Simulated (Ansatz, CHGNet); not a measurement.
# Lattice constant a of cubic perovskite BaTiO₃ (cubic high-temperature phase) at several levels of theory

No measured value is used here.

Task: Put these levels in order of the lattice constant a that they give for cubic perovskite BaTiO₃ (cubic high-temperature phase), smallest first: CHGNet 0.3.0 (CHGNet), LDA (Ansatz, an electronic-structure program), r²SCAN (Ansatz).

Result: LDA (3.935 Å), r²SCAN (3.994 Å), CHGNet 0.3.0 (4.036 Å)

r²SCAN, LDA, CHGNet 0.3.0: the relaxation could not lower the start's symmetry, so the cell can be a saddle point above a distorted one. Cutoffs differ between the levels. Ansatz's density-functional and Hartree–Fock values are scalar-relativistic unless marked +SOC, with PAW data made under PBE.

Machine-learned potentials (CHGNet 0.3.0) are trained on DFT data, which may include these solids.
